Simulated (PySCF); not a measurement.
C2H5O, SMILES [O]CC, multiplicity 2. Atoms are numbered in the order given.

```xyz
8

C     -0.1934     1.1814     0.0000
C      0.4726    -0.1796     0.0000
O     -0.3620    -1.2483     0.0000
H      0.5531     1.9797     0.0000
H     -0.8226     1.2980    -0.8844
H     -0.8226     1.2980     0.8844
H      1.1565    -0.3002     0.8634
H      1.1565    -0.3002    -0.8634
```
Charge 0, spin multiplicity 2.

Geometry: PBE0-D3(BJ)/def2-TZVP. The isomer is the one that the SMILES or the coordinates give; other isomers of the formula were not compared.

Computed with TDA-PBE/def2-SVPD run with PySCF 2.14.0.

Vertical excitations. Gas-phase values at a fixed geometry.

```
state    energy (eV)  λ (nm)      f                              main pairs
-------  -----------  ------  -----  --------------------------------------
root 1          0.49    2517  0.000                       β HOMO→LUMO 100 %
root 2          3.90     318  0.000                     β HOMO−2→LUMO 100 %
root 3          4.11     302  0.019                      β HOMO−1→LUMO 97 %
root 4          4.87     255  0.001                     β HOMO−3→LUMO 100 %
root 5          5.78     214  0.000                     β HOMO−4→LUMO 100 %
root 6          6.03     206  0.008                      β HOMO→LUMO+1 94 %
root 7          6.45     192  0.010     α HOMO→LUMO 90 %, β HOMO−5→LUMO 5 %
root 8          6.83     182  0.024  β HOMO→LUMO+2 82 %, β HOMO−5→LUMO 15 %
root 9          6.96     178  0.053  β HOMO−5→LUMO 71 %, β HOMO→LUMO+2 14 %
root 10         7.30     170  0.027                      α HOMO→LUMO+1 94 %
```
Unrestricted roots are not spin-pure.
